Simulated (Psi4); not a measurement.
**U-revPBE/def2-SVPD run of doublet CH4FSi**

Aim: energy and gradient of doublet CH4FSi. 

The results are computed with Psi4 1.11.

## (1) The structure to begin with

The species is CH4FSi (7 atoms), meant as a doublet with charge 0. SMILES of the parent species: `C[SiH-]F`. The shape is that of a GFN2-xTB optimisation. That shape belongs to the parent species and isn't relaxed for this state.

Bond lengths: C1–Si2 1.920 Å, Si2–F3 1.726 Å, C1–H4 1.095 Å, C1–H5 1.096 Å, C1–H6 1.098 Å, Si2–H7 1.522 Å. Angles: C1–Si2–F3 98.7°, C1–Si2–H7 99.7°, F3–Si2–H7 94.5°, Si2–C1–H4 111.2°, Si2–C1–H5 109.2°, Si2–C1–H6 115.2°, H4–C1–H5 106.6°, H4–C1–H6 106.9°, H5–C1–H6 107.3°.

## (2) Energy and gradient at U-revPBE/def2-SVPD

Contents of run.py:

```python
import psi4

psi4.set_memory('1600 MB')
psi4.set_num_threads(1)
psi4.set_output_file('output.dat', False)

geom = psi4.geometry("""
0 2
C     -1.16974047     0.70821266    -0.55206459
Si     1.88141133    -1.25632772    -0.56929889
F      1.17004283    -3.29528552     1.87411699
H     -2.73783521    -0.33782634    -1.40527594
H     -0.89455855     2.40633945    -1.70453296
H     -1.80723958     1.33235140     1.32116423
H      3.55791966     0.44253606     1.03589117
units au
symmetry c1
""")

options = {'basis': 'def2-SVPD', 'reference': 'uks', 'puream': True, 'e_convergence': 1e-09, 'd_convergence': 1e-08, 'scf_type': 'pk', 'dft_radial_points': 99, 'dft_spherical_points': 590, 'maxiter': 200}
psi4.set_options(options)

energy_value = psi4.gradient('revpbe', molecule=geom)
print('gradient / Eh bohr^-1')
print(energy_value.np.round(6))
```

Launch:

```console
$ python run.py
```

output.dat:

```text
Psi4 1.11 release

gradient() will perform analytic gradient computation.

   => Loading Basis Set <=

    Name: DEF2-SVPD
    Role: ORBITAL
    Keyword: BASIS

         ---------------------------------------------------------
                                   SCF
                              UKS Reference
                        1 Threads,   1525 MiB Core
         ---------------------------------------------------------

  ==> Geometry <==

    Molecular point group: c1
    Full point group: C1

    Geometry (in Bohr), charge = 0, multiplicity = 2:

       Center              X                  Y                   Z               Mass
    ------------   -----------------  -----------------  -----------------  -----------------
         C           -2.105066297379     2.063329164139    -0.747196087461    12.000000000000
         SI           0.946085502621     0.098788784139    -0.764430387461    27.976926534650
         F            0.234717002621    -1.940169015861     1.678985492539    18.998403162730
         H           -3.673161037379     1.017290164139    -1.600407437461     1.007825032230
         H           -1.829884377379     3.761455954139    -1.899664457461     1.007825032230
         H           -2.742565407379     2.687467904139     1.126032732539     1.007825032230
         H            2.622593832621     1.797652564139     0.840759672539     1.007825032230

  Running in c1 symmetry.

  Rotational constants: A =      0.60023  B =      0.23415  C =      0.18179 [cm^-1]
  Rotational constants: A =  17994.33877  B =   7019.56252  C =   5449.85077 [MHz]
  Nuclear repulsion =  103.448327198447288

  Charge       = 0
  Multiplicity = 2
  Electrons    = 33
  Nalpha       = 17
  Nbeta        = 16

  ==> Algorithm <==

  SCF Algorithm Type is PK.
  DIIS enabled.
  MOM disabled.
  Fractional occupation disabled.
  Guess Type is SAD.
  Energy threshold   = 1.00e-09
  Density threshold  = 1.00e-08
  Integral threshold = 1.00e-12

  ==> Primary Basis <==

  Basis Set: DEF2-SVPD
    Blend: DEF2-SVPD
    Number of shells: 43
    Number of basis functions: 99
    Number of Cartesian functions: 105
    Spherical Harmonics?: true
    Max angular momentum: 2

  ==> DFT Potential <==

   => LibXC <=

    Version 7.1.2

   => Composite Functional: REVPBE <=

    revPBE GGA Exchange-Correlation Functional

    Deriv               =              1
    GGA                 =           TRUE
    Meta                =          FALSE

    Exchange Hybrid     =          FALSE
    MP2 Hybrid          =          FALSE

   => Exchange Functionals <=

    1.0000   XC_GGA_X_PBE_R

   => Correlation Functionals <=

    1.0000     XC_GGA_C_PBE

   => LibXC Density Thresholds  <==

    XC_GGA_C_PBE:  1.00E-12
    XC_GGA_X_PBE_R:  1.00E-15

   => Molecular Quadrature <=

    Radial Scheme          =       TREUTLER
    Pruning Scheme         =           NONE
    Nuclear Scheme         =       TREUTLER

    Blocking Scheme        =         OCTREE
    BS radius alpha        =              1
    Pruning alpha          =              1
    Radial Points          =             99
    Spherical Points       =            590
    Total Points           =         392404
    Total Blocks           =           2805
    Max Points             =            256
    Max Functions          =             99
    Weights Tolerance      =       1.00E-15

  ==> Integral Setup <==

  Using in-core PK algorithm.
   Calculation information:
      Number of atoms:                   7
      Number of AO shells:              43
      Number of primitives:             73
      Number of atomic orbitals:       105
      Number of basis functions:        99

      Integral cutoff                 1.00e-12
      Number of threads:                 1

  Performing in-core PK
  Using 24507450 doubles for integral storage.
  We computed 440646 shell quartets total.
  Whereas there are 447931 unique shell quartets.

  ==> DiskJK: Disk-Based J/K Matrices <==

    J tasked:                  Yes
    K tasked:                   No
    wK tasked:                  No
    Memory [MiB]:              732
    Schwarz Cutoff:          1E-12

  Cached 33.3% of DFT collocation blocks in 0.329 [GiB].

  Minimum eigenvalue in the overlap matrix is 4.1637049839E-04.
  Reciprocal condition number of the overlap matrix is 5.0478110097E-05.
    Using symmetric orthogonalization.

  ==> Pre-Iterations <==

  SCF Guess: Superposition of Atomic Densities via on-the-fly atomic UHF (no occupation information).

   -------------------------
    Irrep   Nso     Nmo
   -------------------------
     A         99      99
   -------------------------
    Total      99      99
   -------------------------

  ==> Iterations <==

                        Total Energy        Delta E     RMS |[F,P]|

   @UKS iter SAD:  -429.00168526018490   -4.29002e+02   0.00000e+00
   @UKS iter   1:  -429.20835117431733   -2.06666e-01   8.34618e-03 ADIIS/DIIS
   @UKS iter   2:  -428.19009268901812    1.01826e+00   1.53967e-02 ADIIS/DIIS
   @UKS iter   3:  -429.51806196431937   -1.32797e+00   2.77766e-03 ADIIS/DIIS
   @UKS iter   4:  -429.53379024360470   -1.57283e-02   2.08275e-03 ADIIS/DIIS
   @UKS iter   5:  -429.55157200965687   -1.77818e-02   2.65017e-04 ADIIS/DIIS
   @UKS iter   6:  -429.55215209805715   -5.80088e-04   4.93952e-05 DIIS
   @UKS iter   7:  -429.55216682840370   -1.47303e-05   1.65908e-05 DIIS
   @UKS iter   8:  -429.55216876609074   -1.93769e-06   3.98232e-06 DIIS
   @UKS iter   9:  -429.55216888021062   -1.14120e-07   1.46589e-06 DIIS
   @UKS iter  10:  -429.55216889782253   -1.76119e-08   4.20186e-07 DIIS
   @UKS iter  11:  -429.55216889938310   -1.56058e-09   8.13157e-08 DIIS
   @UKS iter  12:  -429.55216889945171   -6.86100e-11   2.06008e-08 DIIS
   @UKS iter  13:  -429.55216889945547   -3.75167e-12   1.16399e-08 DIIS
   @UKS iter  14:  -429.55216889945564   -1.70530e-13   1.84571e-09 DIIS
  Energy and wave function converged.

  ==> Post-Iterations <==

   Electrons on quadrature grid:
      Nalpha   =   17.0000003521 ; deviation = 3.521e-07
      Nbeta    =   16.0000002510 ; deviation = 2.510e-07
      Ntotal   =   33.0000006031 ; deviation = 6.031e-07

   @Spin Contamination Metric:   1.944682199E-03
   @S^2 Expected:                7.500000000E-01
   @S^2 Observed:                7.519446822E-01
   @S   Expected:                5.000000000E-01
   @S   Observed:                5.000000000E-01

    Orbital Energies [Eh]
    ---------------------

    Alpha Occupied:

       1A    -65.479425     2A    -24.254365     3A     -9.912381
       4A     -5.111889     5A     -3.523920     6A     -3.522281
       7A     -3.518824     8A     -1.028618     9A     -0.637913
      10A     -0.471130    11A     -0.384843    12A     -0.376622
      13A     -0.361368    14A     -0.347344    15A     -0.338129
      16A     -0.278053    17A     -0.221961

    Alpha Virtual:

      18A     -0.042840    19A     -0.017698    20A      0.018431
      21A      0.036841    22A      0.070748    23A      0.076950
      24A      0.090765    25A      0.096017    26A      0.097415
      27A      0.128517    28A      0.134506    29A      0.140279
      30A      0.161219    31A      0.175477    32A      0.181845
      33A      0.196585    34A      0.209415    35A      0.231567
      36A      0.242495    37A      0.269495    38A      0.284104
      39A      0.306460    40A      0.317529    41A      0.318978
      42A      0.328071    43A      0.334387    44A      0.345153
      45A      0.360719    46A      0.372885    47A      0.387334
      48A      0.395675    49A      0.415253    50A      0.444131
      51A      0.454007    52A      0.474205    53A      0.526173
      54A      0.588622    55A      0.595588    56A      0.597015
      57A      0.624344    58A      0.648739    59A      0.712311
      60A      0.726822    61A      0.743477    62A      0.768922
      63A      0.806369    64A      0.836900    65A      0.863120
      66A      0.871597    67A      0.880424    68A      0.931871
      69A      0.949429    70A      0.987727    71A      1.032036
      72A      1.048062    73A      1.095204    74A      1.395145
      75A      1.434820    76A      1.505322    77A      1.557390
      78A      1.599545    79A      1.668380    80A      1.673613
      81A      1.728787    82A      1.806723    83A      1.821154
      84A      1.902717    85A      1.922236    86A      1.931369
      87A      2.034967    88A      2.080619    89A      2.272826
      90A      2.415390    91A      2.424095    92A      2.681085
      93A      2.970869    94A      2.985397    95A      3.255372
      96A      3.261505    97A      3.284143    98A      3.330925
      99A      3.370080

    Beta Occupied:

       1A    -65.476917     2A    -24.252427     3A     -9.911175
       4A     -5.108796     5A     -3.521239     6A     -3.516588
       7A     -3.515868     8A     -1.024755     9A     -0.634292
      10A     -0.458657    11A     -0.380599    12A     -0.371116
      13A     -0.355148    14A     -0.344930    15A     -0.329887
      16A     -0.270689

    Beta Virtual:

      17A     -0.156394    18A     -0.020591    19A     -0.001828
      20A      0.033973    21A      0.049120    22A      0.075768
      23A      0.080189    24A      0.098202    25A      0.099777
      26A      0.110068    27A      0.134608    28A      0.144700
      29A      0.151135    30A      0.166932    31A      0.183057
      32A      0.194029    33A      0.208826    34A      0.221058
      35A      0.240591    36A      0.249668    37A      0.277396
      38A      0.287261    39A      0.312176    40A      0.323969
      41A      0.325155    42A      0.330678    43A      0.337430
      44A      0.351062    45A      0.369250    46A      0.387074
      47A      0.396595    48A      0.404038    49A      0.427301
      50A      0.449429    51A      0.456878    52A      0.484075
      53A      0.541936    54A      0.596701    55A      0.603560
      56A      0.613972    57A      0.633086    58A      0.653078
      59A      0.734609    60A      0.745493    61A      0.750108
      62A      0.793021    63A      0.810542    64A      0.844540
      65A      0.873105    66A      0.877472    67A      0.892099
      68A      0.937234    69A      0.956589    70A      0.991669
      71A      1.038232    72A      1.061838    73A      1.099222
      74A      1.401504    75A      1.438508    76A      1.508423
      77A      1.562165    78A      1.601034    79A      1.681982
      80A      1.685880    81A      1.732295    82A      1.810454
      83A      1.823073    84A      1.908045    85A      1.926321
      86A      1.938180    87A      2.040415    88A      2.094433
      89A      2.277587    90A      2.418663    91A      2.426563
      92A      2.683773    93A      2.974479    94A      2.987451
      95A      3.260151    96A      3.266687    97A      3.287726
      98A      3.333175    99A      3.373753

    Final Occupation by Irrep:
              A
    DOCC [    16 ]
    SOCC [     1 ]
    NA   [    17 ]
    NB   [    16 ]

  @UKS Final Energy:  -429.55216889945564

   => Energetics <=

    Nuclear Repulsion Energy =            103.4483271984472879
    One-Electron Energy =                -799.4654373825177345
    Two-Electron Energy =                 304.5674313776505642
    DFT Exchange-Correlation Energy =     -38.1024900930357404
    Empirical Dispersion Energy =           0.0000000000000000
    VV10 Nonlocal Energy =                  0.0000000000000000
    Total Energy =                       -429.5521688994556371

  UHF NO Occupations:
  HONO-2 :   15  A 1.9998060
  HONO-1 :   16  A 1.9993705
  HONO-0 :   17  A 1.0000000
  LUNO+0 :   18  A 0.0006295
  LUNO+1 :   19  A 0.0001940
  LUNO+2 :   20  A 0.0001119
  LUNO+3 :   21  A 0.0000153

Computation Completed

Properties will be evaluated at   0.000000,   0.000000,   0.000000 [a0]

Properties computed using the SCF density matrix

 Multipole Moments:

 ------------------------------------------------------------------------------------
     Multipole            Electronic (a.u.)      Nuclear  (a.u.)        Total (a.u.)
 ------------------------------------------------------------------------------------

 L = 1.  Multiply by 2.5417464519 to convert [e a0] to [Debye]
 Dipole X            :          2.8201942           -2.8957647           -0.0755705
 Dipole Y            :         -5.0400744            5.5653634            0.5252890
 Dipole Z            :          0.9014626           -1.6076120           -0.7061494
 Magnitude           :                                                    0.8833382

 ------------------------------------------------------------------------------------

	total time  =         31 seconds =       0.52 minutes

         ------------------------------------------------------------
                                   SCF GRAD
         ------------------------------------------------------------

  ==> Geometry <==

    Molecular point group: c1
    Full point group: C1

    Geometry (in Bohr), charge = 0, multiplicity = 2:

       Center              X                  Y                   Z               Mass
    ------------   -----------------  -----------------  -----------------  -----------------
         C           -2.105066297379     2.063329164139    -0.747196087461    12.000000000000
         SI           0.946085502621     0.098788784139    -0.764430387461    27.976926534650
         F            0.234717002621    -1.940169015861     1.678985492539    18.998403162730
         H           -3.673161037379     1.017290164139    -1.600407437461     1.007825032230
         H           -1.829884377379     3.761455954139    -1.899664457461     1.007825032230
         H           -2.742565407379     2.687467904139     1.126032732539     1.007825032230
         H            2.622593832621     1.797652564139     0.840759672539     1.007825032230

  Nuclear repulsion =  103.448327198447288

  ==> Basis Set <==

  Basis Set: DEF2-SVPD
    Blend: DEF2-SVPD
    Number of shells: 43
    Number of basis functions: 99
    Number of Cartesian functions: 105
    Spherical Harmonics?: true
    Max angular momentum: 2

  ==> DirectJKGrad: Integral-Direct SCF Gradients <==

    Gradient:                    1
    J tasked:                  Yes
    K tasked:                   No
    wK tasked:                  No
    Integrals threads:           1
    Schwarz Cutoff:          1E-12

  ==> DFT Potential <==

   => LibXC <=

    Version 7.1.2

   => Composite Functional: REVPBE <=

    revPBE GGA Exchange-Correlation Functional

    Deriv               =              1
    GGA                 =           TRUE
    Meta                =          FALSE

    Exchange Hybrid     =          FALSE
    MP2 Hybrid          =          FALSE

   => Exchange Functionals <=

    1.0000   XC_GGA_X_PBE_R

   => Correlation Functionals <=

    1.0000     XC_GGA_C_PBE

   => LibXC Density Thresholds  <==

    XC_GGA_C_PBE:  1.00E-12
    XC_GGA_X_PBE_R:  1.00E-15

   => Molecular Quadrature <=

    Radial Scheme          =       TREUTLER
    Pruning Scheme         =           NONE
    Nuclear Scheme         =       TREUTLER

    Blocking Scheme        =         OCTREE
    BS radius alpha        =              1
    Pruning alpha          =              1
    Radial Points          =             99
    Spherical Points       =            590
    Total Points           =         392404
    Total Blocks           =           2805
    Max Points             =            256
    Max Functions          =             99
    Weights Tolerance      =       1.00E-15

  -Total Gradient:
     Atom            X                  Y                   Z
    ------   -----------------  -----------------  -----------------
       1       -0.001445349755     0.006217964255     0.019545640252
       2        0.020583993820    -0.008987748902    -0.049619141827
       3       -0.006578661567     0.002789216256     0.018494344736
       4        0.008020903946     0.003881792212     0.004279709746
       5       -0.000992330638    -0.008056881461     0.006110899388
       6       -0.006189128482     0.002846137086    -0.009821881422
       7       -0.013472261322     0.001348142540     0.011009169760

	total time  =          6 seconds =       0.10 minutes
```

The script printed:

```text
gradient / Eh bohr^-1
[[-0.001445  0.006218  0.019546]
 [ 0.020584 -0.008988 -0.049619]
 [-0.006579  0.002789  0.018494]
 [ 0.008021  0.003882  0.00428 ]
 [-0.000992 -0.008057  0.006111]
 [-0.006189  0.002846 -0.009822]
 [-0.013472  0.001348  0.011009]]
```

Run time: 39 s. Hardware: 1 thread of AMD EPYC 7R43 (Zen 3), shared host; peak memory 0.74 GiB.

## (3) Outcome

Level: U-revPBE/def2-SVPD.

| quantity | value |
| --- | --- |
| total energy | -429.55217 Eh |
| dipole moment | 2.25 D |
| HOMO energy (highest over α and β) | -6.04 eV |
| LUMO energy (lowest over α and β) | -4.26 eV |
| ⟨S²⟩ | 0.752 |
| largest force on an atom | 2.801 eV/Å |
